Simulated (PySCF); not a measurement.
Molecule: SMILES F[C@@H](/C=C/C)C, C$_{5}$H$_{9}$F.

Bonds (- single, = double, # triple, : aromatic): C1-C2, C2=C3, C3-C4, C4-C5, C4-F6. C1 carries H7, H8, H9; C2 carries H10; C3 carries H11; C4 carries H12; C5 carries H13, H14, H15. Stereochemistry as in C/C=C/[C@@H](C)F.

Frames of a GFN2-xTB Langevin trajectory at 600 K; GIAO PBE0/pcSseg-1 shieldings in PySCF, gas phase, non-relativistic; equivalent atoms averaged within each frame.

δ = σ(ref) − σ, references computed at the same level: 13C (σref 186.93), 1H (σref 31.72) against TMS; 19F (σref 170.95) vs CFCl3. The references are static minima.

Q: How do the shifts (ppm) fluctuate along the trajectory?

A: 
| time (fs) | C3 | C2 | C4 | C5 | C1 | F6 | H10 | H11 | H12 | H13/H14/H15 |
| --- | --- | --- | --- | --- | --- | --- | --- | --- | --- | --- |
| optimised geometry | 138.8 | 131.7 | 92.5 | 25.2 | 22.0 | -215.5 | 6.20 | 5.63 | 5.30 | 1.34 |
| 250 | 144.7 | 124.6 | 89.2 | 35.1 | 18.8 | -224.0 | 6.55 | 6.34 | 5.79 | 2.37 |
| 425 | 134.4 | 127.9 | 92.8 | 39.7 | 17.9 | -209.5 | 5.71 | 5.99 | 5.91 | 3.22 |
| 625 | 146.9 | 143.9 | 98.3 | 29.7 | 23.8 | -189.6 | 6.73 | 7.41 | 7.44 | 2.41 |
| 800 | 158.2 | 140.0 | 95.2 | 30.8 | 21.0 | -192.9 | 6.54 | 6.35 | 6.00 | 2.59 |
| 1000 | 144.7 | 137.7 | 93.1 | 19.6 | 21.5 | -175.8 | 7.50 | 6.55 | 5.85 | 0.85 |
| mean of frames | 145.8 | 134.8 | 93.7 | 31.0 | 20.6 | -198.4 | 6.60 | 6.53 | 6.20 | 2.29 |
| standard deviation | 8.5 | 8.2 | 3.4 | 7.5 | 2.3 | 18.7 | 0.64 | 0.53 | 0.70 | 0.87 |

5 frames give an uncertainty of the mean of about the standard deviation over 2.2 at best, since frames this close in time may not be independent; classical motion lacks zero-point vibration, and the reference would need the same averaging.
